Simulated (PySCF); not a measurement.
Species: C4H3O2 (charge -1).
Atom-mapped SMILES: `[O-:1][c:2]1[cH:3][cH:4][cH:5][o:6]1` (hydrogens: H7 on C3; H8 on C4; H9 on C5)

Computed geometry: GFN2-xTB, gas phase.

(1) List the bond lengths and angles at this level.

## Answers

(1) 
```tsv
bond	length (Å)	order
O1–C2	1.244	single
C2–C3	1.395	aromatic
C3–C4	1.410	aromatic
C4–C5	1.357	aromatic
C5–O6	1.371	aromatic
C2–O6	1.402	aromatic
C3–H7	1.075	single
C4–H8	1.080	single
C5–H9	1.076	single
```

Orders are formal, as drawn. A selection of angles:
```tsv
angle	degrees
O1–C2–C3	132.9
O1–C2–O6	119.7
C3–C2–O6	107.4
C2–C3–C4	107.6
C2–C3–H7	125.3
C4–C3–H7	127.1
C3–C4–C5	107.2
C3–C4–H8	127.0
C5–C4–H8	125.8
C4–C5–O6	110.4
C4–C5–H9	132.7
O6–C5–H9	116.9
C2–O6–C5	107.3
```

C5 (aromatic CH next to a ring oxygen) is planar (angles 132.7°, 116.9° and 110.4°, sum 360.0°, 0.00 Å off the plane of its three neighbours). O6 (furan-type oxygen) is bent (angle 107.3°). The C–O distances run from 1.244 Å (O1–C2, drawn single) to 1.402 Å (C2–O6, aromatic), a spread of 0.158 Å. C2 (aromatic carbon bearing oxygen) is planar (angles 132.9°, 119.7° and 107.4°, sum 360.0°, 0.00 Å off the plane of its three neighbours). C3 (aromatic CH carbon) is planar (angles 127.1°, 125.3° and 107.6°, sum 360.0°, 0.00 Å off the plane of its three neighbours). C4 (aromatic CH carbon) is planar (angles 127.0°, 125.8° and 107.2°, sum 360.0°, 0.00 Å off the plane of its three neighbours). The 6 heavy atoms lie in one plane (0.000 Å rms).

Point group: Cs (every atom within 0.08 Å of its image). Stationary, but not proved a minimum.
